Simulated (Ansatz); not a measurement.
These are PBE0-D3(BJ)/def2-TZVP in Ansatz (a quantum-chemistry and plane-wave program) values and carry that method's errors. No frequencies were computed at this level.

Ansatz 0.2 input:
```yaml
crystal:
  periodic: [false, false, false]
  atoms:
    - { symbol: C, position_ang: [0.726382, -0.505918, 0.029782] }
    - { symbol: C, position_ang: [0.453346, 0.760102, -0.034573] }
    - { symbol: C, position_ang: [-0.732558, -0.157814, 0.003423] }
    - { symbol: H, position_ang: [1.423501, -1.305235, 0.073583] }
    - { symbol: H, position_ang: [0.759106, 1.775408, -0.08422] }
    - { symbol: H, position_ang: [-1.320573, -0.238405, 0.911805] }
    - { symbol: H, position_ang: [-1.309206, -0.328139, -0.8998] }
basis:
  gaussian: { orbitals: def2-tzvp }
hamiltonian:
  xc: pbe0
  dispersion: d3bj
relax:
  max_steps: 150
```

Output:

```
Functional definition: PBE0
716 factors; their error is unknown
mean field evaluation 1: about -3164.5569 eV, gradient 5.0e1 eV
mean field evaluation 2: about -3162.6056 eV, gradient 5.7e1 eV
mean field evaluation 4: about -3170.5696 eV, gradient 1.3e0 eV
mean field evaluation 8: about -3170.5678 eV, gradient 4.6e-2 eV
mean field -3170.56780528 eV, -116.5162177559 hartree, gradient 4.0e-5 eV, S^2 0.000000; 0 other end points of the search recorded, 0 dependent functions left out
reference -3170.56782938 eV, -116.5162186417 hartree; 11, 11 occupied and 106, 106 virtual orbitals, 716 factors
relax step   1: F+E_penalty+E_count = -3170.64659304 eV  Δ(F+E_penalty+E_count) = +0.000e0 eV  max|allowed force component| = 1.192e0 eV/Å  Δτ_max = 0.0000 Å  (26 SCF iters, accepted)
these checks for a lower state are left out or cut short: starts, cluster_reference, orbital_swaps, neighbouring_geometries, increment
716 factors; their error is unknown
mean field evaluation 16: about -3170.5837 eV, gradient 1.0e0 eV
mean field -3170.58069290 eV, -116.5166913673 hartree, gradient 1.1e-5 eV, S^2 0.000000; 0 other end points of the search recorded, 0 dependent functions left out
reference -3170.58071700 eV, -116.5166922528 hartree; 11, 11 occupied and 106, 106 virtual orbitals, 716 factors
relax step   2: F+E_penalty+E_count = -3170.65941457 eV  Δ(F+E_penalty+E_count) = -1.282e-2 eV  max|allowed force component| = 2.527e-1 eV/Å  Δτ_max = 0.0091 Å  (31 SCF iters, accepted)
these checks for a lower state are left out or cut short: starts, cluster_reference, orbital_swaps, neighbouring_geometries, increment
716 factors; their error is unknown
mean field -3170.58199018 eV, -116.5167390416 hartree, gradient 1.1e-5 eV, S^2 0.000000; 0 other end points of the search recorded, 0 dependent functions left out
reference -3170.58201425 eV, -116.5167399260 hartree; 11, 11 occupied and 106, 106 virtual orbitals, 716 factors
relax step   3: F+E_penalty+E_count = -3170.66068525 eV  Δ(F+E_penalty+E_count) = -1.271e-3 eV  max|allowed force component| = 5.593e-2 eV/Å  Δτ_max = 0.0056 Å  (32 SCF iters, accepted)
these checks for a lower state are left out or cut short: starts, cluster_reference, orbital_swaps, neighbouring_geometries, increment
716 factors; their error is unknown
mean field evaluation 32: about -3170.5819 eV, gradient 5.0e-1 eV
mean field -3170.58227782 eV, -116.5167496122 hartree, gradient 1.6e-5 eV, S^2 0.000000; 0 other end points of the search recorded, 0 dependent functions left out
reference -3170.58230181 eV, -116.5167504937 hartree; 11, 11 occupied and 106, 106 virtual orbitals, 716 factors
relax step   4: F+E_penalty+E_count = -3170.66095946 eV  Δ(F+E_penalty+E_count) = -2.742e-4 eV  max|allowed force component| = 5.709e-2 eV/Å  Δτ_max = 0.0083 Å  (31 SCF iters, accepted)
these checks for a lower state are left out or cut short: starts, cluster_reference, orbital_swaps, neighbouring_geometries, increment
716 factors; their error is unknown
mean field -3170.58231817 eV, -116.5167510950 hartree, gradient 1.6e-5 eV, S^2 0.000000; 0 other end points of the search recorded, 0 dependent functions left out
reference -3170.58234217 eV, -116.5167519769 hartree; 11, 11 occupied and 106, 106 virtual orbitals, 716 factors
relax step   5: F+E_penalty+E_count = -3170.66100585 eV  Δ(F+E_penalty+E_count) = -4.639e-5 eV  max|allowed force component| = 7.266e-3 eV/Å  Δτ_max = 0.0011 Å  (32 SCF iters, accepted)
716 factors; their error is unknown
mean field evaluation 64: about -3170.5823 eV, gradient 4.0e-5 eV
mean field -3170.58231817 eV, -116.5167510950 hartree, gradient 1.2e-5 eV, S^2 0.000000; 1 other end points of the search recorded, 0 dependent functions left out
reference -3170.58234217 eV, -116.5167519769 hartree; 11, 11 occupied and 106, 106 virtual orbitals, 716 factors
Total energy: -3170.66102985 eV, -116.5196436956 hartree
Atom 0 at     0.717941    -0.502806     0.029374 Å, force     0.003512     0.004752     0.001076 eV/Å
Atom 1 at     0.446944     0.753764    -0.034715 Å, force     0.005101    -0.002885    -0.001114 eV/Å
Atom 2 at    -0.739910    -0.159396     0.003395 Å, force    -0.007266    -0.001641    -0.000001 eV/Å
Atom 3 at     1.442495    -1.297510     0.073336 Å, force    -0.000318    -0.000357     0.000124 eV/Å
Atom 4 at     0.779601     1.776223    -0.083532 Å, force    -0.000449     0.000180    -0.000113 eV/Å
Atom 5 at    -1.329180    -0.239540     0.917500 Å, force    -0.000052    -0.001169    -0.001560 eV/Å
Atom 6 at    -1.317892    -0.330736    -0.905358 Å, force    -0.000529     0.001120     0.001589 eV/Å
Dipole moment:     0.099879     0.021514    -0.000459 e Å
```

Cost: about 10 core-seconds (a rough figure).
